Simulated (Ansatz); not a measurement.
**C2H4S, singlet: energies of several shapes or isomers**

Computed with Ansatz's Gaussian-basis code (development build); NEVPT3, MRCISD by development code. Basis cc-pV(T+d)Z, nonrelativistic, 7 orbitals frozen in the corrections; active space CAS(2,2). Restricted Hartree–Fock, then the lowest state-specific CASSCF solution met for each case. Coupled cluster stands on the determinant that it favours, not always the lowest RHF. On stretched bonds single-reference methods can fail or change state. Solutions in different active orbitals can move differences by tenths of an eV and at times more than 1 eV.

Case A:

```tsv
atom	x (Å)	y (Å)	z (Å)
C	0.0000	-0.7345	-0.5370
S	0.0000	0.1674	1.0363
C	0.0000	0.4799	-1.3819
H	-0.9139	-1.3120	-0.6269
H	0.9139	-1.3120	-0.6269
H	0.9139	0.7364	-1.9070
H	-0.9139	0.7364	-1.9070
```

Case B:

```xyz
7

C     0.0000   -0.7397   -0.7923
S     0.0000    0.0000    0.8635
C     0.0000    0.7397   -0.7923
H    -0.9139   -1.2501   -1.0769
H     0.9139   -1.2501   -1.0769
H     0.9139    1.2501   -1.0769
H    -0.9139    1.2501   -1.0769
```

Energy less that of case A, in eV:

| case | RHF/ROHF | CASSCF | CCSD(T) | SC-NEVPT2 | FIC-NEVPT2 | NEVPT3 |
| --- | --- | --- | --- | --- | --- | --- |
| B | -2.072 | -1.297 | -1.634 | -1.669 | -1.668 | -1.525 |

(1) Give the MRCISD+Q energies against case A.

Results:

(1) B: -1.602 eV (-36.9 kcal/mol).
